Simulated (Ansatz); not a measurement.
For hcp Na (model structure), LDA in Ansatz (plane waves, PAW) gives:

equilibrium lattice constant a: 3.619 Å
c axis length: 5.901 Å

### Question
What does r²SCAN in Ansatz (PAW) give for the same quantities?

### Answer

- lattice constant a: 3.769 Å (increases by 4.1 %)
- lattice parameter c: 6.154 Å (grows by 4.3 %)

Changes are worked out from the printed values.

Unless a cell is named, each level is at its own relaxed cell (LDA 33.47, r²SCAN 37.84 Å³/atom).

Ansatz's density-functional and Hartree–Fock values are scalar-relativistic unless marked +SOC, with PAW data made under PBE.

A model structure was made by putting elements into a prototype or built by hand; it is no filed structure, need not be a known phase, and can be a saddle point held by its symmetry.

Ansatz is a quantum-chemistry and plane-wave program.
